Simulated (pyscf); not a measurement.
H₃C–CH₃ + HO–In [singlet] -> H₃C–In(CH₃)–OH, an insertion (singlet surface; C–C broken, C–In, C–In formed). Structures and frequencies: ωB97X-D3(BJ)/def2-SVP in PySCF. Energies in kcal/mol from the separated reactants.

Small-basis levels: PySCF, no dispersion term, spherical d functions. AM1 to PM7: differences of heats of formation from MOPAC, which are fitted to 298 K values and so differ in kind from electronic energies by zero-point and thermal terms. GFN2-xTB: tblite. Cost: rough CPU time at the saddle relative to B3LYP/6-31G*+LANL2DZ, from one job on a shared machine.

```json
[
 {"level": "HF/6-31G*+LANL2DZ", "barrier": "136.2", "reaction energy": "+17.6", "cost": "0.09"},
 {"level": "SVWN5/6-31G*+LANL2DZ", "barrier": "87.1", "reaction energy": "+6.7", "cost": "1.0"},
 {"level": "BP86/6-31G*+LANL2DZ", "barrier": "90.5", "reaction energy": "+9.2", "cost": "2"},
 {"level": "B3LYP/LANL2DZ", "barrier": "98.3", "reaction energy": "+6.8", "cost": "0.8"},
 {"level": "B3LYP/6-31G*+LANL2DZ", "barrier": "100.5", "reaction energy": "+9.9", "cost": "1"},
 {"level": "M06-2X/6-31G*+LANL2DZ", "barrier": "104.7", "reaction energy": "+4.8", "cost": "3"},
 {"level": "B3LYP/6-311+G**+LANL2DZ", "barrier": "98.2", "reaction energy": "+11.4", "cost": "2"},
 {"level": "B3LYP/def2-SVP", "barrier": "103.8", "reaction energy": "+24.0", "cost": "2"},
 {"level": "GFN2-xTB", "barrier": "110.4", "reaction energy": "+56.7", "cost": "under 0.02"},
 {"level": "AM1", "barrier": "107.3", "reaction energy": "+34.6", "cost": "under 0.02"},
 {"level": "PM3", "barrier": "101.8", "reaction energy": "+2.4", "cost": "under 0.02"},
 {"level": "PM7", "barrier": "148.5", "reaction energy": "+23.1", "cost": "under 0.02"},
 {"level": "ωB97M-D3(BJ)/def2-TZVP", "barrier": "107.6", "reaction energy": "+15.3", "cost": "–"}
]
```

Against the last row the barrier runs from -20.5 (SVWN5/6-31G*+LANL2DZ) to +40.8 kcal/mol (PM7). ωB97M-D3(BJ)/def2-TZVP has limits of its own. From the product side, CH₃• + [H₃C–In–OH]• lies, by one bond made or cut, 27.6 kcal/mol under this saddle at ωB97M-D3(BJ)/def2-TZVP. The same reactants have a lower exit, to CH₃• + CH₃• + HO–In [singlet] (no saddle counted: cutting one bond costs +98.1 kcal/mol at ωB97M-D3(BJ)/def2-TZVP, against +107.6 kcal/mol here). This is the saddle that the search found; another between the same sides may lie lower. One closed-shell reference is unstable to symmetry breaking; treat the single-reference values with care. In the def2 sets elements past Kr carry core potentials, without spin-orbit coupling.
